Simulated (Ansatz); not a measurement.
# C4H5N (SMILES c1cc[nH]c1): from total energies to a heat of formation

C4H5N: 10 atoms, total charge 0, spin state singlet. SMILES: `c1cc[nH]c1`. The shape is that of a PBE0-D4/def2-TZVP optimisation.

Total energies at CAM-B3LYP/def2-SVP (Ansatz 0.2.0); the atoms run unrestricted:

```tsv
species	state	energy (Eh)
C4H5N	singlet	-209.903756
C	triplet	-37.791544
N	quartet	-54.516278
H	doublet	-0.497895
```

Harmonic wavenumbers at PBE0-D4/def2-TZVP, in cm⁻¹: 488, 632, 648, 694, 735, 832, 874, 878, 902, 1044, 1075, 1102, 1168, 1194, 1313, 1441, 1478, 1518, 1591, 3256, 3267, 3281, 3288, 3704.

Measured heats of formation of the gaseous atoms at 298.15 K, in kJ/mol: C 716.9, N 472.4, H 218.0. Spin-orbit lowering of the atoms at 298 K (mean of the ground term's levels less their thermal mean, from spectra), in kJ/mol: C 0.02. Take 1 Eh = 2625.50 kJ/mol, 1 cm⁻¹ = 0.0119627 kJ/mol, RT = 2.479 kJ/mol.

Question: Work out the heat of formation of the gas at 298 K.

Answer: 
1. Electronic atomisation energy: 4 × (-37.791544) + (-54.516278) + 5 × (-0.497895) − (-209.903756) = 1.731827 Eh = 4546.9 kJ/mol.
2. Zero-point energy: half the sum of the wavenumbers, 18201.5 cm⁻¹ = 217.7 kJ/mol.
3. Thermal vibrational enthalpy, Σ hcν̃/(exp(hcν̃/kT) − 1): 2.9 kJ/mol. Translation, rotation and pV of a non-linear molecule: 4 RT = 9.9 kJ/mol.
4. The 10 free atoms carry 5/2 RT each: 62.0 kJ/mol.
5. Spin-orbit coupling lowers the free atoms by 4 × 0.02 = 0.1 kJ/mol.
6. Atomisation enthalpy at 298 K: 4546.9 − 0.1 − 217.7 − 2.9 − 9.9 + 62.0 = 4378.3 kJ/mol.
7. Sum of the atoms' heats of formation: 4430.0 kJ/mol. Heat of formation: 4430.0 − 4378.3 = +51.7 kJ/mol.

The tabulated value is +108.2 kJ/mol (CRC Handbook of Chemistry and Physics), so this level is off by -56.5 kJ/mol, or 1.3 % of the atomisation enthalpy that the table implies (4321.7 kJ/mol). Anharmonicity and any spin-orbit splitting of the molecule are left out.
